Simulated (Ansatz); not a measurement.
The input, for Ansatz 0.2.0:

```yaml
crystal:
  periodic: [false, false, false]
  atoms:
    - {symbol: H, position_ang: [0.000000, 0.000000, -1.112333]}
    - {symbol: H, position_ang: [0.000000, 0.000000, -0.186333]}
    - {symbol: Cl, position_ang: [0.000000, 0.000000, 1.298667]}
basis:
  gaussian: {orbitals: cc-pVDZ}
magnetization: {spin_polarized: false, initial_magnetization: 1}
correlation: {method: fci, electrons: outside_noble_gas}
```

```sh
$ ansatz run in.yaml --threads 2 --pin off --events-out ev --progress --plain --max-ram 16896MiB --backend cuda --devices 0, --max-vram 18GiB
```

Task: Roughly how long does this take on 2 threads of AMD EPYC 7R13 with a shared H100 80 GB, shared host, and how much host memory?

Result: 12 s wall and 0.88 GiB.

```
477 factors; integrals over basis functions are off by at most 1.9e-7 eV
mean field evaluation 1: about -12531.8706 eV, gradient 9.2e0 eV
mean field evaluation 2: about -12531.8762 eV, gradient 9.2e0 eV
mean field evaluation 4: about -12532.3479 eV, gradient 7.8e-1 eV
mean field evaluation 8: about -12532.3532 eV, gradient 6.9e-3 eV
mean field evaluation 16: about -12530.7621 eV, gradient 1.6e-2 eV
mean field evaluation 32: about -12530.7621 eV, gradient 1.6e-2 eV
mean field -12532.35324804 eV, -460.5554871313 hartree, gradient 2.8e-6 eV, S^2 0.750000; 3 other end points of the search recorded, 0 dependent functions left out
determinant -12532.35324804 eV, -460.5554871313 hartree, with singles and doubles -12537.40074865 eV, -460.7409793574 hartree
determinant -12530.76236727 eV, -460.4970233415 hartree, with singles and doubles -12535.56967453 eV, -460.6736886249 hartree
5 core orbitals not correlated: weight in the atoms' cores, before any rotation towards them, 1.000 or more for the frozen orbitals, at most 0.000 for the correlated occupied ones
reference -12532.35324804 eV, -460.5554871313 hartree; 5, 4 occupied and 18, 19 virtual orbitals, 477 factors
state -12537.50200733 eV, -460.7447005453 hartree
Total energy: -12537.50200733 eV, -460.7447005453 hartree
```
